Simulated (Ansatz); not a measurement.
Reaction (SMILES): N (NH3) + H+ → [NH4+]
B3LYP-D3(BJ)/def2-TZVP geometries, fixed; electronic energies without zero-point terms; positive where energy is released.
Largest species:
```xyz
5

N      0.0000     0.0000     0.0000
H      0.0143     0.9619    -0.3540
H      0.8334    -0.4977    -0.3293
H     -0.8403    -0.4774    -0.3416
H     -0.0074     0.0132     1.0249
```
Charge +1, spin multiplicity 1.

Effect of a fitting basis named in the input at PBE/cc-pVTZ with Ansatz (an electronic-structure program), against the last row, where the proton affinity is 213.54 kcal/mol. The default fits or decomposes integrals by the program's own choice; accuracy: high also tightens integrals, grids and stops.

```
setting                        largest shift of a total energy (mEh)  shift of the proton affinity (kcal/mol)
-----------------------------  -------------------------------------  ---------------------------------------
fitting: def2-SV(P)-JKFIT                                     -0.064                                    0.012
fitting: def2-universal-JKFIT                                 -0.064                                    0.012
fitting: cc-pVTZ-JKFIT                                        -0.012                                   -0.002
fitting: cc-pVQZ-JKFIT                                        -0.007                                   -0.002
fitting: cc-pV5Z-JKFIT                                        -0.003                                   -0.001
fitting: def2-universal-JFIT                                  -0.191                                    0.002
accuracy: high                                                 0.001                                    0.000
accuracy: medium (default)                                     0.000                                    0.000
```

Within 0.02 kcal/mol in the proton affinity: fitting: def2-SV(P)-JKFIT; fitting: def2-universal-JKFIT; fitting: cc-pVTZ-JKFIT; fitting: cc-pVQZ-JKFIT; fitting: cc-pV5Z-JKFIT; fitting: def2-universal-JFIT; accuracy: high. The largest shift is 0.191 mEh in a total energy and 0.012 kcal/mol in the difference.
